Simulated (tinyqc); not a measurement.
G0W0 on RHF in the sto-6g basis, for HF, spin multiplicity 1, step by step. One step of it, computed by the program tinyqc.

Problem. G0W0 on Hartree-Fock: LUMO. W(p,q,m) = sqrt2 sum_ia (pq|ia) (X+Y)_ia,m; Sigma_c(x) = sum_(i,m) W^2/(x - e_i + w_m) + sum_(a,m) W^2/(x - e_a - w_m); solve x = e_p + Sigma_c(x) by Newton steps; Z = 1/(1 - dSigma/dx); 1 hartree = 27.211386 eV.

orbital energies (hartree): MO1 -26.232174, MO2 -1.506295, MO3 -0.611572, MO4 -0.476307, MO5 -0.476307, MO6 0.682261

Two-electron integrals over orbitals (pq|rs), unique and non-zero (hartree):
```
(11|11) 5.380230    (21|11) -0.510281   (21|21) 0.078401    (22|11) 1.209081
(22|21) -0.019699   (22|22) 0.862830    (31|11) 0.184063    (31|21) -0.025590
(31|22) 0.016239    (31|31) 0.026892    (32|11) -0.147957   (32|21) 0.010460
(32|22) -0.003927   (32|31) 0.020918    (32|32) 0.158831    (33|11) 1.049843
(33|21) -0.012230   (33|22) 0.772115    (33|31) -0.007214   (33|32) -0.061783
(33|33) 0.805892    (41|41) 0.030422    (42|41) 0.038560    (42|42) 0.178168
(43|41) -0.012765   (43|42) -0.046280   (43|43) 0.052946    (44|11) 1.265965
(44|21) -0.013484   (44|22) 0.876814    (44|31) 0.004666    (44|32) -0.075512
(44|33) 0.780956    (44|44) 0.998085    (51|51) 0.030422    (52|51) 0.038560
(52|52) 0.178168    (53|51) -0.012765   (53|52) -0.046280   (53|53) 0.052946
(54|54) 0.053789    (55|11) 1.265965    (55|21) -0.013484   (55|22) 0.876814
(55|31) 0.004666    (55|32) -0.075512   (55|33) 0.780956    (55|44) 0.890506
(55|55) 0.998085    (61|11) 0.198872    (61|21) -0.033633   (61|22) -0.000398
(61|31) -0.006192   (61|32) -0.025650   (61|33) 0.015173    (61|44) 0.004776
(61|55) 0.004776    (61|61) 0.030379    (62|11) -0.282821   (62|21) 0.006524
(62|22) -0.141790   (62|31) -0.020682   (62|32) -0.034975   (62|33) -0.049396
(62|44) -0.140883   (62|55) -0.140883   (62|61) 0.013827    (62|62) 0.100829
(63|11) -0.329307   (63|21) 0.005285    (63|22) -0.142722   (63|31) 0.002720
(63|32) 0.091701    (63|33) -0.132591   (63|44) -0.178267   (63|55) -0.178267
(63|61) -0.006170   (63|62) 0.061280    (63|63) 0.156957    (64|41) -0.012041
(64|42) -0.046296   (64|43) -0.011353   (64|64) 0.032405    (65|51) -0.012041
(65|52) -0.046296   (65|53) -0.011353   (65|65) 0.032405    (66|11) 0.904633
(66|21) -0.008806   (66|22) 0.697121    (66|31) 0.017946    (66|32) 0.077933
(66|33) 0.671025    (66|44) 0.658021    (66|55) 0.658021    (66|61) -0.010007
(66|62) -0.070607   (66|63) -0.009140   (66|66) 0.723125
```

excitation energies w (hartree): [1.221661, 1.221661, 1.560039, 2.392648, 26.975129]

X + Y, order 1>6, 2>6, 3>6, 4>6, 5>6:
$$\begin{pmatrix}
0.000000 & 0.000000 & 0.001135 & -0.001871 & 0.998874 \\
0.000000 & 0.000000 & -0.149679 & 0.948732 & 0.000167 \\
0.000000 & 0.000000 & 0.903391 & 0.092929 & -0.000044 \\
-0.184331 & 0.956231 & 0.000000 & 0.000000 & 0.000000 \\
0.956231 & 0.184331 & 0.000000 & 0.000000 & 0.000000
\end{pmatrix}$$

Give: The 12 largest terms at x = e_p; Newton steps; quasiparticle energy of the LUMO; Hartree-Fock value.

Solution.

The 12 largest terms at x = e_p (hartree; W for the signs of X + Y given):
```
q  m        W      term
3  3   0.1875    0.0123
2  4   0.1433    0.0045
6  4  -0.0959   -0.0038
3  4   0.1029    0.0029
2  3   0.0570    0.0009
5  1   0.0438    0.0008
4  2   0.0438    0.0008
1  5   0.0429  3.42e-05
4  1  -0.0084  3.00e-05
5  2   0.0084  3.00e-05
2  5   0.0196  1.31e-05
1  4   0.0177  1.06e-05
```

Newton steps (hartree):
```
step       x  Sigma_c(x)       Z
0     0.6823      0.0184  0.9915
1     0.7005      0.0183  0.9915
2     0.7005      0.0183  0.9915
```

quasiparticle energy of the LUMO = 19.0623 eV

Hartree-Fock value = 18.5653 eV
